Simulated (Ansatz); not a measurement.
Two isomers of C3H5N: A = `CC1=NC1`, B = `CCC#N`.

Isolated molecules relaxed with PBE0-D4/def2-TZVP in Ansatz; ΔE leaves out vibrations. CCSD(T)/CBS adds triple-zeta CCSD(T) − MP2 to the extrapolated MP2 energy (def2 sets, frozen cores). Functionals use def2-TZVPP. B3LYP here is the variant with VWN-RPA as its local correlation; programs differ in this.

(1) Which isomer does CCSD(T)/CBS put lower? Give the gap. (Best estimate.)

(2) Give E(B) − E(A) in kJ/mol with B3LYP-D4, LDA (SPW92), CCSD/def2-TZVPP, r2SCAN-D4, PBE-D4, MP2/def2-TZVPP, HF/def2-TZVPP. (Estimate.)

(3) Does the order hold for the free energy at 298.15 K (harmonic terms from PBE0-D4)? (An estimate is asked.)

Largest T1 diagnostic: 0.012.

## Answers

(1) Computed: B, by 164.2 kJ/mol.

(2) The calculation gave: B3LYP-D4 -160.5, LDA (SPW92) -124.9, CCSD/def2-TZVPP -171.2, r2SCAN-D4 -148.2, PBE-D4 -138.2, MP2/def2-TZVPP -168.8, HF/def2-TZVPP -189.2. None reverses the order clearly.

(3) The calculation gave: Yes: G(B) − G(A) = -162.6 kJ/mol.

From PBE to PBE0 (25 % exact exchange), in def2-TZVPP and without D4, E(B) − E(A) moves by −4.2 kJ/mol. In def2-TZVPP, CCSD(T) changes the Hartree–Fock value by +21.7 kJ/mol (the triples alone add +3.8 kJ/mol) and MP2 by +20.4 kJ/mol.
